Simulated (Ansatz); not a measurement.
`BC#N`, 5 atoms. Charge 0, multiplicity 1. All runs use 2 threads of a server CPU on a shared host. Correlated methods freeze the cores. Open-shell runs search over several starts.

**Question.** How many basis functions does each run have, and how long does it take in Ansatz? RHF-CCSD(T)/cc-pV(D+d)Z energy; RKS PBE0-D4/def2-TZVP frequencies; direct RPA on PBE orbitals/def2-TZVPP energy; UKS PBE0-D4/def2-TZVPP energy of the cation; RKS PBE0-D4/def2-SVP energy; RHF-CCSD(T)/def2-QZVPP energy; UHF-MP2/def2-QZVPP energy of the cation; UHF-CCSD(T)/def2-TZVPP energy of the cation; RHF-CCSD(T)/def2-TZVPP energy; RHF-CCSD(T)/def2-SVP energy; RKS B3LYP-D4/def2-TZVPP energy and forces; RKS r2SCAN0-D4/def2-TZVPP energy. (An estimate is asked.)

**Answer.** The calculation gave: Other jobs shared the machine, so times are rough.

```json
{"level": "RKS PBE0-D4/def2-SVP", "job": "energy", "functions": "52", "wall time": "0.35 s", "peak host memory (GiB)": "0.09"}
{"level": "RHF-CCSD(T)/def2-SVP", "job": "energy", "functions": "52", "wall time": "0.35 s", "peak host memory (GiB)": "0.11"}
{"level": "RHF-CCSD(T)/cc-pV(D+d)Z", "job": "energy", "functions": "52", "wall time": "0.35 s", "peak host memory (GiB)": "0.1"}
{"level": "RKS B3LYP-D4/def2-TZVPP", "job": "energy and forces", "functions": "121", "wall time": "1 s", "peak host memory (GiB)": "0.15"}
{"level": "direct RPA on PBE orbitals/def2-TZVPP", "job": "energy", "functions": "121", "wall time": "1.2 s", "peak host memory (GiB)": "0.16"}
{"level": "RKS r2SCAN0-D4/def2-TZVPP", "job": "energy", "functions": "121", "wall time": "1.3 s", "peak host memory (GiB)": "0.16"}
{"level": "UKS PBE0-D4/def2-TZVPP", "job": "energy of the cation", "functions": "121", "wall time": "1.6 s", "peak host memory (GiB)": "0.17"}
{"level": "RHF-CCSD(T)/def2-TZVPP", "job": "energy", "functions": "121", "wall time": "2 s", "peak host memory (GiB)": "0.42"}
{"level": "UHF-CCSD(T)/def2-TZVPP", "job": "energy of the cation", "functions": "121", "wall time": "9 s", "peak host memory (GiB)": "0.8"}
{"level": "RKS PBE0-D4/def2-TZVP", "job": "frequencies", "functions": "105", "wall time": "11 s", "peak host memory (GiB)": "0.14"}
{"level": "UHF-MP2/def2-QZVPP", "job": "energy of the cation", "functions": "231", "wall time": "18 s", "peak host memory (GiB)": "0.54"}
{"level": "RHF-CCSD(T)/def2-QZVPP", "job": "energy", "functions": "231", "wall time": "22 s", "peak host memory (GiB)": "2.7"}
```

B3LYP here is the variant with VWN-RPA as its local correlation; programs differ in this.
